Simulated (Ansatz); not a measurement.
A run of Ansatz (development build ahead of 0.2.0) on singlet C4H8 at this shape:

```xyz
12

C     1.0752    0.0000    0.1274
C     0.0000    1.0752   -0.1274
C    -1.0752    0.0000    0.1274
C     0.0000   -1.0752   -0.1274
H     1.4044    0.0000    1.1786
H     1.9711    0.0000   -0.5125
H     0.0000    1.4044   -1.1786
H     0.0000    1.9711    0.5125
H    -1.9711    0.0000   -0.5125
H    -1.4044    0.0000    1.1786
H     0.0000   -1.9711    0.5125
H     0.0000   -1.4044   -1.1786
```

Its results:

```json
{
 "Converged": "yes",
 "Reference energy": "-156.10693 hartree",
 "Correlation energy": "-0.56929 hartree",
 "Total energy": "-156.67622 hartree",
 "Spin squared of the determinant": "0.000"
}
```

Which input gives this output? Name the method, the orbitals and the basis set, and write the input.

RHF-MP2 in cc-pVDZ. An unrestricted run that stays on the closed shell gives the same numbers.

```yaml
crystal:
  periodic: [false, false, false]
  atoms:
    - { symbol: C, position_ang: [1.07523, 0.0, 0.12739] }
    - { symbol: C, position_ang: [0.0, 1.07523, -0.12739] }
    - { symbol: C, position_ang: [-1.07523, 0.0, 0.12739] }
    - { symbol: C, position_ang: [0.0, -1.07523, -0.12739] }
    - { symbol: H, position_ang: [1.40438, 0.0, 1.1786] }
    - { symbol: H, position_ang: [1.97108, 0.0, -0.51247] }
    - { symbol: H, position_ang: [0.0, 1.40438, -1.1786] }
    - { symbol: H, position_ang: [0.0, 1.97108, 0.51247] }
    - { symbol: H, position_ang: [-1.97108, 0.0, -0.51247] }
    - { symbol: H, position_ang: [-1.40438, 0.0, 1.1786] }
    - { symbol: H, position_ang: [0.0, -1.97108, 0.51247] }
    - { symbol: H, position_ang: [0.0, -1.40438, -1.1786] }
basis:
  gaussian: { orbitals: cc-pVDZ }
hamiltonian:
  xc: hf
correlation:
  method: mp2
  frozen_orbitals: { C: 1, H: 0 }
```
